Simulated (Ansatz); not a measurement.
Energy needed to pull apart CH$_{4}$OSi (SMILES C[SiH]=O), closed shell, into free ground-state atoms, from the structure below (at a frame of a short PBE0-D4/def2-SVP trajectory); no zero-point or spin–orbit terms; open-shell atoms are treated unrestricted, in their ground-state multiplicity.

```xyz
7
angstrom
C -0.6390 0.4100 -0.1934
Si 0.8357 -0.5405 0.2094
O 1.3940 -1.7588 -0.5622
H -0.5251 0.9709 -1.1470
H -1.4486 -0.3540 -0.3013
H -0.9492 1.1051 0.6062
H 1.4365 -0.2176 1.5540
```

Computed with Ansatz 0.2.0 (basis: def2-TZVPP); correlated methods freeze the cores.

```
   method  atomization energy (kcal/mol)
   PBE-D4                              ?
r2SCAN-D4                          610.6
  PBE0-D4                          603.8
  wB97M-V                          610.2
       HF                              ?
      MP2                          605.2
     CCSD                          582.7
  CCSD(T)                          593.0
```

Q: What does HF give? (Judge from chemistry; the value comes from the calculation.)

A: By the calculation: 433.3 kcal/mol, which is about 159.6 kcal/mol less than CCSD(T)/def2-TZVPP.

Q: What does PBE-D4 give? (An estimate is asked for; the value comes from the calculation.)

A: Computed: 618.8 kcal/mol, which is about 25.8 kcal/mol more than CCSD(T)/def2-TZVPP.

In triple zeta the MP2 and coupled-cluster atomization energies are still short of their basis limit by a few kcal/mol a bond, whereas those of the functionals are nearly converged, so these differences are not deviations from converged CCSD(T).

T1 diagnostic: at most 0.020.

For scale, one of the runs: CCSD(T)/def2-TZVPP forces, 160 basis functions, launched by `ansatz run in.yaml --threads 2 --pin off --events-out ev --progress --plain --max-ram 3481MiB`. The run took 72 s on 2 CPU threads of an Arm Neoverse V2 (shared host), with 2 GiB of host memory at its peak.
